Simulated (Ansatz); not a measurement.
# How far each method lies from UCCSDT(Q) for C–Ge–OH, sextet

Geometry: that of the C–Ge–OH, quartet, kept fixed. The quartet lies 3.7 eV lower here.

```yaml
atoms:
  - { symbol: C, position_ang: [0.0000, -1.0331, 1.4931] }
  - { symbol: Ge, position_ang: [0.0000, 0.3348, 0.0815] }
  - { symbol: O, position_ang: [0.0000, -0.7291, -1.3534] }
  - { symbol: H, position_ang: [0.0000, -0.2451, -2.1852] }
```

Basis cc-pVDZ; Ansatz 0.2.0. Only valence electrons are correlated (noble-gas cores and the filled d shells of p-block atoms frozen), which leaves 15 electrons in 44 orbitals. R marks a restricted (for open shells ROHF) determinant, U an unrestricted one. Active spaces: frontier = (13e, 11o) about the gap. No spin–orbit coupling is included, and no scalar relativity.

Full CI isn't at hand for all of this; UCCSDT(Q) serves as the reference, and is uncertain by about the last step of the cluster series. The frozen core follows each run's orbitals, which can shift R against U totals by a few meV for light atoms and by up to 0.1 eV past Ca.

```
UHF ⟨S²⟩                          : 8.765
T1 diagnostic (RCCSD)             : 0.0299
largest doubles amplitude (RCCSD) : 0.037
T1 diagnostic (UCCSD)             : 0.0248
```

```tsv
level	E − E(UHF) (eV)
UMP2	-8.0089
UCCSD	-8.7160
UCCSD(T)	-8.9450
```

(1) Estimate how far UCCSDT(Q) in cc-pVDZ lies from UCCSD(T). The table doesn't fix it; the size of (T) and the diagnostics are the guide.

(1) UCCSDT(Q) in cc-pVDZ lies 58 meV below UCCSD(T), which is 25 % of the (T) step (-229 meV). The diagnostics give no warning, yet the rest is a sizeable part of (T). The miss exceeds 1 kcal/mol.

The other levels:

| level | E − E(UCCSDT(Q)) (meV) | wall time |
| --- | --- | --- |
| UCCSDT | 27 | – |

Run but not shown, since their state, orbitals or frozen core can't be matched to the reference's or they repeat it: RHF, RMP2, RCCSD, RCCSD(T), BCCD(T), RCCSDT, RCCSDT(Q), CASSCF (frontier space), NEVPT2 (frontier space), MRCISD (frontier space), MRCISD+Q (frontier space).
